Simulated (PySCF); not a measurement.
# Thionylimide (HNOS): electronic excitations and core binding energies

What electronic excitations and core binding energies should Thionylimide (HNOS) (`N=S=O`) show?

Computed with PySCF 2.14.0, with density-fitted response routines of our own, on a single molecule in the gas phase. Atoms are numbered from 0 throughout.

### 1 The molecule as given

4 atoms, charge 0, multiplicity 1; geometry from: GFN2-xTB.

Bonds of the start (Å): N0–S1 1.51, S1–O2 1.45, N0–H3 1.01.

### 2 Ultraviolet spectrum: B3LYP/def2-SVPD

Job settings and geometry (Å):

```
{"job": {"kind": "uv", "xc": "B3LYP", "basis": "def2-SVPD", "nstates": 8, "ntriplets": 3}, "charge": 0, "multiplicity": 1}
N     -0.344033     0.307864    -1.250241
S     -0.198705    -1.037148    -0.576692
O     -1.343480    -1.925685    -0.627774
H     -1.185565     0.605835    -1.722499
```

Method: TDDFT B3LYP/def2-SVPD, vertical, gas phase, core orbitals frozen in the response.

Output:

```text
coarse grid: 4392 points
cycle   1  E = -528.3147888308  dE =  7.178e-01  |g| = 8.275e-01  |ddm| = 2.605e+00
cycle   2  E = -527.4026993500  dE =  9.121e-01  |g| = 2.186e+00  |ddm| = 2.279e+00
cycle   3  E = -528.3815145833  dE = -9.788e-01  |g| = 5.522e-01  |ddm| = 1.862e+00
cycle   4  E = -528.4506343998  dE = -6.912e-02  |g| = 1.482e-01  |ddm| = 6.342e-01
cycle   5  E = -528.4557458889  dE = -5.111e-03  |g| = 2.199e-02  |ddm| = 1.378e-01
cycle   6  E = -528.4558716575  dE = -1.258e-04  |g| = 4.920e-03  |ddm| = 2.729e-02
cycle   7  E = -528.4558779668  dE = -6.309e-06  |g| = 8.768e-04  |ddm| = 5.722e-03
final grid: 39320 points
cycle   8  E = -528.5132562808  dE = -4.472e-06  |g| = 3.329e-03  |ddm| = 1.336e-02
cycle   9  E = -528.5132400296  dE =  1.625e-05  |g| = 9.126e-03  |ddm| = 9.978e-03
cycle  10  E = -528.5132583328  dE = -1.830e-05  |g| = 1.124e-03  |ddm| = 8.029e-03
cycle  11  E = -528.5132585996  dE = -2.668e-07  |g| = 2.546e-04  |ddm| = 9.173e-04
cycle  12  E = -528.5132586151  dE = -1.550e-08  |g| = 7.057e-05  |ddm| = 2.850e-04
cycle  13  E = -528.5132586162  dE = -1.080e-09  |g| = 1.402e-05  |ddm| = 7.624e-05
cycle  14  E = -528.5132586162  dE = -4.638e-11  |g| = 1.475e-06  |ddm| = 1.710e-05
converged SCF energy = -528.5132586162

Static polarisability (au): isotropic 30.963, principal 22.586 28.570 41.732

Singlet excitations
state   eV       nm        f      main configurations
  1   3.8747    320.0   0.00003   H->L 0.99
  2   4.9014    253.0   0.00613   H-2->L 0.99
  3   5.6954    217.7   0.08141   H-1->L 0.89
  4   7.8626    157.7   0.03408   H->L+1 0.64, H->L+2 0.27
  5   7.8957    157.0   0.00027   H-3->L 0.88, H-1->L+2 0.10
  6   8.0027    154.9   0.01219   H->L+2 0.65, H->L+1 0.26
  7   8.0110    154.8   0.00444   H-1->L+1 0.88
  8   8.2627    150.1   0.01588   H-1->L+2 0.75, H-1->L+1 0.11, H-3->L 0.09

Triplet excitations (Tamm-Dancoff, eV): 3.2005 3.3315 3.9213
```

Wall time 2.6 s (1 thread, shared host).

The orbitals next to the gap, with their largest atomic shares:

```tsv
orbital	eV	atoms
HOMO−3	-12.62	O2 43 %, S1 38 %, N0 18 %
HOMO−2	-9.41	N0 37 %, S1 30 %, O2 27 %
HOMO−1	-9.04	N0 42 %, O2 39 %, S1 15 %
HOMO	-8.70	O2 49 %, N0 35 %, S1 14 %
LUMO	-3.17	S1 44 %, N0 31 %, O2 22 %
LUMO+1	0.19	S1 68 %, O2 12 %, H3 11 %
LUMO+2	0.41	S1 59 %, H3 15 %, O2 13 %
```

With each of the 8 states as a Gaussian band of 0.4 eV half-width at 1/e, the curve within the window shown has maxima at 218 nm (ε 3,300), 156 nm (ε 2,300) L/(mol cm). Beyond the last state computed it falls off for lack of states. The curve at chosen wavelengths:

(nm, ε (L/mol/cm)): (145, 528), (154, 2246), (164, 1050), (173, 82), (182, 3), (192, 82), (201, 785), (210, 2474), (220, 3244), (229, 2091), (238, 909), (248, 398), (257, 270), (266, 179), (275, 97), (285, 38), (294, 14), (303, 5), (313, 2), (322, 1), (331, 1), (341, 1), (350, 1), (359, 0), (369, 0), (378, 0)

Further results of this job:

```tsv
property	computed
dipole moment (D)	1.01
polarisability (Å³)	4.59
HOMO–LUMO gap (eV)	5.53
−ε(HOMO) (eV)	8.70
```

### 3 X-ray photoelectron lines: SCAN, X2C

Job settings and geometry (Å):

```
{"job": {"kind": "xps"}, "charge": 0, "multiplicity": 1}
N     -0.344033     0.307864    -1.250241
S     -0.198705    -1.037148    -0.576692
O     -1.343480    -1.925685    -0.627774
H     -1.185565     0.605835    -1.722499
```

Level: delta-SCF UKS SCAN, pcX-2 on the ionised atom, pcseg-1 elsewhere, spin-free X2C.

Output:

```text
ground state, core basis on atom 0 (N), 82 functions
  cycle   1  E = -529.58545545  |g| = 7.98e-01
  cycle   2  E = -528.48110201  |g| = 2.30e+00
  cycle   3  E = -529.53694806  |g| = 8.48e-01
  cycle   4  E = -529.71109539  |g| = 1.49e-01
  cycle   5  E = -529.71627354  |g| = 3.89e-02
  cycle   6  E = -529.71662817  |g| = 1.49e-02
  cycle   7  E = -529.71668309  |g| = 2.30e-03
  cycle   8  E = -529.71668538  |g| = 4.99e-04
  E(ground) = -529.73826661 Eh
hole in N 1s of atom 0
  cycle   1  E = -514.09303059  |g| = 1.86e+00
  cycle   2  E = -512.45123592  |g| = 2.59e+00
  cycle   3  E = -514.18609118  |g| = 1.18e+00
  cycle   4  E = -514.59860427  |g| = 7.03e-01
  cycle   5  E = -514.79697619  |g| = 1.37e-01
  cycle   6  E = -514.80328386  |g| = 6.02e-02
  cycle   7  E = -514.80485967  |g| = 1.68e-02
  cycle   8  E = -514.80499922  |g| = 3.08e-03
  cycle   9  E = -514.80501112  |g| = 1.90e-03
  cycle  10  E = -514.80501599  |g| = 4.73e-04
  E(ion) = -514.82649554 Eh   <S^2> = 0.7854   hole on atom = 1.000   binding energy = 405.770 eV
ground state, core basis on atom 1 (S), 93 functions
  cycle   1  E = -529.88141147  |g| = 4.10e-01
  cycle   2  E = -529.88147132  |g| = 5.72e-02
  cycle   3  E = -529.87886111  |g| = 1.17e-01
  cycle   4  E = -529.88127521  |g| = 5.39e-02
  cycle   5  E = -529.88193738  |g| = 4.22e-03
  cycle   6  E = -529.88193964  |g| = 2.00e-03
  cycle   7  E = -529.88193969  |g| = 2.62e-04
  E(ground) = -529.88826773 Eh
hole in S 1s of atom 1
  cycle   1  E = -437.51004813  |g| = 5.08e+00
  cycle   2  E = -437.08781697  |g| = 2.60e+00
  cycle   3  E = -436.85074562  |g| = 1.91e+00
  cycle   4  E = -438.56478664  |g| = 4.80e-01
  cycle   5  E = -438.35384027  |g| = 8.46e-01
  cycle   6  E = -438.65101323  |g| = 2.27e-01
  cycle   7  E = -438.67444859  |g| = 2.52e-02
  cycle   8  E = -438.67469670  |g| = 5.16e-03
  cycle   9  E = -438.67470839  |g| = 2.64e-03
  cycle  10  E = -438.67471476  |g| = 1.15e-03
  cycle  11  E = -438.67472110  |g| = 1.10e-03
  cycle  12  E = -438.67471167  |g| = 1.07e-03
  cycle  13  E = -438.67466113  |g| = 1.75e-03
  cycle  14  E = -438.67465371  |g| = 1.86e-03
  cycle  15  E = -438.67465477  |g| = 2.18e-03
  cycle  16  E = -438.67465642  |g| = 1.83e-03
  cycle  17  E = -438.67462237  |g| = 3.73e-03
  cycle  18  E = -438.67462240  |g| = 3.40e-03
  cycle  19  E = -438.67462608  |g| = 2.83e-03
  cycle  20  E = -438.67463036  |g| = 1.08e-03
  cycle  21  E = -438.67463163  |g| = 4.74e-04
  E(ion) = -438.67374105 Eh   <S^2> = 0.7674   hole on atom = 1.000   binding energy = 2482.074 eV
hole in S 2p of atom 1
  cycle   1  E = -523.08045064  |g| = 1.53e+00
  cycle   2  E = -522.46142729  |g| = 1.74e+00
  cycle   3  E = -523.10994427  |g| = 8.78e-01
  cycle   4  E = -523.36498020  |g| = 4.88e-01
  cycle   5  E = -523.35465760  |g| = 5.36e-01
  cycle   6  E = -523.48008219  |g| = 3.16e-02
  cycle   7  E = -523.48048201  |g| = 1.51e-02
  cycle   8  E = -523.48057980  |g| = 4.16e-03
  cycle   9  E = -523.48059279  |g| = 1.45e-03
  cycle  10  E = -523.48060082  |g| = 1.11e-03
  cycle  11  E = -523.48060721  |g| = 1.02e-03
  cycle  12  E = -523.48061769  |g| = 9.63e-04
  cycle  13  E = -523.48063773  |g| = 8.96e-04
  cycle  14  E = -523.48066603  |g| = 1.04e-03
  cycle  15  E = -523.48066263  |g| = 1.03e-03
  cycle  16  E = -523.48068911  |g| = 1.83e-03
  cycle  17  E = -523.48068411  |g| = 1.59e-03
  cycle  18  E = -523.48068437  |g| = 1.63e-03
  cycle  19  E = -523.48066463  |g| = 1.10e-03
  cycle  20  E = -523.48066143  |g| = 1.03e-03
  cycle  21  E = -523.48066061  |g| = 1.05e-03
  cycle  22  E = -523.48064154  |g| = 9.52e-04
  cycle  23  E = -523.48065150  |g| = 1.01e-03
  cycle  24  E = -523.48066787  |g| = 9.97e-04
  cycle  25  E = -523.48070678  |g| = 1.02e-03
  cycle  26  E = -523.48069043  |g| = 8.38e-04
  cycle  27  E = -523.48070327  |g| = 8.94e-04
  cycle  28  E = -523.48075793  |g| = 3.02e-03
  cycle  29  E = -523.48076336  |g| = 3.71e-03
  cycle  30  E = -523.48069921  |g| = 1.63e-03
  cycle  31  E = -523.48072095  |g| = 4.82e-03
  cycle  32  E = -523.48063543  |g| = 4.73e-03
  cycle  33  E = -523.48057285  |g| = 6.48e-03
  cycle  34  E = -523.48063321  |g| = 5.16e-03
  cycle  35  E = -523.48063118  |g| = 5.24e-03
  cycle  36  E = -523.48067044  |g| = 4.47e-03
  cycle  37  E = -523.48066632  |g| = 5.28e-03
  cycle  38  E = -523.48069235  |g| = 5.73e-03
  cycle  39  E = -523.48069388  |g| = 5.04e-03
  cycle  40  E = -523.48072513  |g| = 4.78e-03
  cycle  41  E = -523.48074142  |g| = 7.38e-03
  cycle  42  E = -523.48070217  |g| = 6.27e-03
  cycle  43  E = -523.48069400  |g| = 5.23e-03
  cycle  44  E = -523.48067357  |g| = 4.51e-03
  cycle  45  E = -523.48066914  |g| = 4.55e-03
  cycle  46  E = -523.48068365  |g| = 4.15e-03
  cycle  47  E = -523.48068058  |g| = 4.26e-03
  cycle  48  E = -523.48067200  |g| = 4.53e-03
  cycle  49  E = -523.48067248  |g| = 4.49e-03
  cycle  50  E = -523.48068112  |g| = 4.16e-03
hole again with damping 0.5
  cycle   1  E = -523.08045064  |g| = 1.53e+00
  cycle   2  E = -522.46142729  |g| = 1.74e+00
  cycle   3  E = -522.97722773  |g| = 1.02e+00
  cycle   4  E = -522.98658731  |g| = 9.79e-01
  cycle   5  E = -522.52035043  |g| = 1.38e+00
  cycle   6  E = -519.32729823  |g| = 2.57e+00
  cycle   7  E = -523.46775295  |g| = 1.77e-01
  cycle   8  E = -523.46277708  |g| = 2.11e-01
  cycle   9  E = -523.47819567  |g| = 7.16e-02
  cycle  10  E = -523.48032468  |g| = 2.50e-02
  cycle  11  E = -523.48053438  |g| = 1.09e-02
  cycle  12  E = -523.48059537  |g| = 2.43e-03
  cycle  13  E = -523.48060250  |g| = 1.12e-03
  cycle  14  E = -523.48060700  |g| = 1.04e-03
  cycle  15  E = -523.48061442  |g| = 9.87e-04
  cycle  16  E = -523.48064999  |g| = 9.84e-04
  cycle  17  E = -523.48066363  |g| = 1.06e-03
  cycle  18  E = -523.48066175  |g| = 1.33e-03
  cycle  19  E = -523.48069814  |g| = 1.90e-03
  cycle  20  E = -523.48069678  |g| = 1.52e-03
  cycle  21  E = -523.48071819  |g| = 2.05e-03
  cycle  22  E = -523.48071000  |g| = 2.15e-03
  cycle  23  E = -523.48071285  |g| = 2.22e-03
  cycle  24  E = -523.48068364  |g| = 1.45e-03
  cycle  25  E = -523.48063755  |g| = 2.96e-03
  cycle  26  E = -523.48072961  |g| = 2.21e-03
  cycle  27  E = -523.48080626  |g| = 8.10e-03
  cycle  28  E = -523.48080294  |g| = 6.13e-03
  cycle  29  E = -523.48081129  |g| = 6.86e-03
  cycle  30  E = -523.48080373  |g| = 5.01e-03
  cycle  31  E = -523.48080200  |g| = 4.91e-03
  cycle  32  E = -523.48078797  |g| = 3.55e-03
  cycle  33  E = -523.48075341  |g| = 2.20e-03
  cycle  34  E = -523.48070988  |g| = 1.92e-03
  cycle  35  E = -523.48072529  |g| = 1.95e-03
  cycle  36  E = -523.48073087  |g| = 1.86e-03
  cycle  37  E = -523.48069305  |g| = 2.03e-03
  cycle  38  E = -523.48050487  |g| = 8.93e-03
  cycle  39  E = -523.48050318  |g| = 8.94e-03
  cycle  40  E = -523.48046220  |g| = 1.04e-02
  cycle  41  E = -523.48046913  |g| = 1.02e-02
  cycle  42  E = -523.48061725  |g| = 4.13e-03
  cycle  43  E = -523.48056147  |g| = 6.69e-03
  cycle  44  E = -523.48056264  |g| = 6.51e-03
  cycle  45  E = -523.48057655  |g| = 6.26e-03
  cycle  46  E = -523.48054720  |g| = 7.76e-03
  cycle  47  E = -523.48069159  |g| = 3.00e-03
  cycle  48  E = -523.48070935  |g| = 3.28e-03
  cycle  49  E = -523.48070197  |g| = 3.01e-03
  cycle  50  E = -523.48072257  |g| = 2.07e-03
  cycle  51  E = -523.48076904  |g| = 3.73e-03
  cycle  52  E = -523.48077075  |g| = 3.84e-03
  cycle  53  E = -523.48074157  |g| = 3.44e-03
  cycle  54  E = -523.48071694  |g| = 3.79e-03
  cycle  55  E = -523.48067637  |g| = 4.42e-03
  cycle  56  E = -523.48071035  |g| = 4.47e-03
  cycle  57  E = -523.48064954  |g| = 5.47e-03
  cycle  58  E = -523.48065765  |g| = 5.41e-03
  cycle  59  E = -523.48072007  |g| = 4.54e-03
  cycle  60  E = -523.48069849  |g| = 3.99e-03
  cycle  61  E = -523.48070852  |g| = 5.34e-03
  cycle  62  E = -523.48066767  |g| = 5.98e-03
  cycle  63  E = -523.48074938  |g| = 2.30e-03
  cycle  64  E = -523.48079698  |g| = 3.65e-03
  cycle  65  E = -523.48078799  |g| = 6.13e-03
  cycle  66  E = -523.48069439  |g| = 2.62e-03
  cycle  67  E = -523.48055322  |g| = 9.78e-03
  cycle  68  E = -523.48055491  |g| = 9.45e-03
  cycle  69  E = -523.48057019  |g| = 7.59e-03
  cycle  70  E = -523.48078284  |g| = 3.99e-03
  cycle  71  E = -523.48070842  |g| = 4.19e-03
  cycle  72  E = -523.48059112  |g| = 9.26e-03
  cycle  73  E = -523.48057940  |g| = 9.60e-03
  cycle  74  E = -523.48074978  |g| = 1.93e-03
  cycle  75  E = -523.48077048  |g| = 2.30e-03
  cycle  76  E = -523.48073793  |g| = 2.25e-03
  cycle  77  E = -523.48068590  |g| = 3.71e-03
  cycle  78  E = -523.48062230  |g| = 5.87e-03
  cycle  79  E = -523.48066721  |g| = 4.64e-03
  cycle  80  E = -523.48057624  |g| = 8.92e-03
hole again, all orbitals by overlap
  cycle   1  E = -523.08045064  |g| = 1.53e+00
  cycle   2  E = -522.46142729  |g| = 1.74e+00
  cycle   3  E = -522.97722773  |g| = 1.02e+00
  cycle   4  E = -522.98658731  |g| = 9.79e-01
  cycle   5  E = -522.52035043  |g| = 1.38e+00
  cycle   6  E = -520.83573221  |g| = 2.12e+00
  cycle   7  E = -523.43750151  |g| = 3.21e-01
  cycle   8  E = -523.46410584  |g| = 2.06e-01
  cycle   9  E = -523.47795598  |g| = 7.72e-02
  cycle  10  E = -523.48050436  |g| = 1.31e-02
  cycle  11  E = -523.48058575  |g| = 3.87e-03
  cycle  12  E = -523.48059728  |g| = 1.38e-03
  cycle  13  E = -523.48060367  |g| = 1.08e-03
  cycle  14  E = -523.48061313  |g| = 1.00e-03
  cycle  15  E = -523.48062445  |g| = 9.58e-04
  cycle  16  E = -523.48065289  |g| = 9.50e-04
  cycle  17  E = -523.48066078  |g| = 9.36e-04
  cycle  18  E = -523.48065579  |g| = 9.61e-04
  cycle  19  E = -523.48073426  |g| = 3.66e-03
  cycle  20  E = -523.48073557  |g| = 3.60e-03
  cycle  21  E = -523.48072522  |g| = 2.72e-03
  cycle  22  E = -523.48073934  |g| = 4.09e-03
  cycle  23  E = -523.48076891  |g| = 6.17e-03
  cycle  24  E = -523.48077249  |g| = 6.47e-03
  cycle  25  E = -523.48074878  |g| = 3.67e-03
  cycle  26  E = -523.48070062  |g| = 1.18e-03
  cycle  27  E = -523.48069423  |g| = 9.70e-04
  cycle  28  E = -523.48071691  |g| = 1.38e-03
  cycle  29  E = -523.48068940  |g| = 1.16e-03
  cycle  30  E = -523.48069311  |g| = 9.81e-04
  cycle  31  E = -523.48069676  |g| = 9.91e-04
  cycle  32  E = -523.48071858  |g| = 1.28e-03
  cycle  33  E = -523.48073248  |g| = 1.09e-03
  cycle  34  E = -523.48068614  |g| = 1.10e-03
  cycle  35  E = -523.48063418  |g| = 2.88e-03
  cycle  36  E = -523.48070647  |g| = 2.21e-03
  cycle  37  E = -523.48073226  |g| = 1.27e-02
  cycle  38  E = -523.48079113  |g| = 9.46e-03
  cycle  39  E = -523.48081427  |g| = 6.73e-03
  cycle  40  E = -523.48081385  |g| = 6.25e-03
  cycle  41  E = -523.48079637  |g| = 5.02e-03
  cycle  42  E = -523.48081835  |g| = 5.71e-03
  cycle  43  E = -523.48082556  |g| = 4.97e-03
  cycle  44  E = -523.48082907  |g| = 4.11e-03
  cycle  45  E = -523.48083412  |g| = 3.37e-03
  cycle  46  E = -523.48081338  |g| = 2.74e-03
  cycle  47  E = -523.48083832  |g| = 1.32e-03
  cycle  48  E = -523.48083956  |g| = 1.12e-03
  cycle  49  E = -523.48084138  |g| = 3.46e-04
  E(ion) = -523.49470133 Eh   <S^2> = 0.8578   hole on atom = 1.001   binding energy = 173.978 eV
  2p3/2 = 173.728 eV   2p1/2 = 174.973 eV
ground state, core basis on atom 2 (O), 82 functions
  cycle   1  E = -529.73468854  |g| = 1.17e-01
  cycle   2  E = -529.71748925  |g| = 2.80e-01
  cycle   3  E = -529.73421834  |g| = 8.73e-02
  cycle   4  E = -529.73563363  |g| = 3.43e-02
  cycle   5  E = -529.73589693  |g| = 3.42e-03
  cycle   6  E = -529.73589858  |g| = 6.60e-04
  cycle   7  E = -529.73589815  |g| = 1.89e-04
  E(ground) = -529.75585458 Eh
hole in O 1s of atom 2
  cycle   1  E = -509.10919667  |g| = 2.23e+00
  cycle   2  E = -507.79513486  |g| = 2.59e+00
  cycle   3  E = -509.19920351  |g| = 1.22e+00
  cycle   4  E = -509.65647831  |g| = 7.34e-01
  cycle   5  E = -509.93142349  |g| = 1.65e-01
  cycle   6  E = -509.94322759  |g| = 6.35e-02
  cycle   7  E = -509.94518870  |g| = 1.13e-02
  cycle   8  E = -509.94527939  |g| = 3.34e-03
  cycle   9  E = -509.94530686  |g| = 2.09e-03
  cycle  10  E = -509.94532685  |g| = 1.11e-03
  cycle  11  E = -509.94533446  |g| = 5.90e-04
  cycle  12  E = -509.94533537  |g| = 3.26e-04
  E(ion) = -509.96692741 Eh   <S^2> = 0.7795   hole on atom = 1.000   binding energy = 538.484 eV
```

Wall time 16 s (1 thread, shared host).

Binding energies by hole, beside the orbital energy of the ground state; the difference holds orbital relaxation and, for a density functional, its self-interaction error:

```tsv
hole	stands for	environment	ΔSCF (eV; 2p as the shell's mean)	−ε (eV)	⟨S²⟩
N1s on N0	N0	nitrogen bonded to S, H	405.77	387.0	0.785
S1s on S1	S1	sulfur bonded to N, O	2482.07	2418.6	0.767
S2p on S1	S1	sulfur bonded to N, O	174.14 (doubtful)	161.4	0.858
O1s on O2	O2	S=O oxygen	538.48	517.2	0.779
```

Doubtful: the ion did not converge, its hole moved, or its ⟨S²⟩ is well above 0.75.

### 4 Outcome

| quantity | value |
| --- | --- |
| lowest singlet (B3LYP/def2-SVPD) | 3.87 eV (320 nm), f = 0.000 |
| brightest single state of those computed | state 3, 5.70 eV, f = 0.081 |
| lowest triplet | 3.20 eV |
| N1s binding energies, SCAN/pcX-2 | N0 405.77 eV |
| S1s binding energies, SCAN/pcX-2 | S1 2482.07 eV |
| O1s binding energies, SCAN/pcX-2 | O2 538.48 eV |

**Reading.** The first singlet state (HOMO→LUMO 0.99) lies at 3.87 eV and is dark; of the 8 states computed, the strongest absorption comes from state 3 at 5.70 eV. The lowest triplet lies 0.67 eV below the lowest singlet (triplets in Tamm-Dancoff, singlets in full TDDFT).
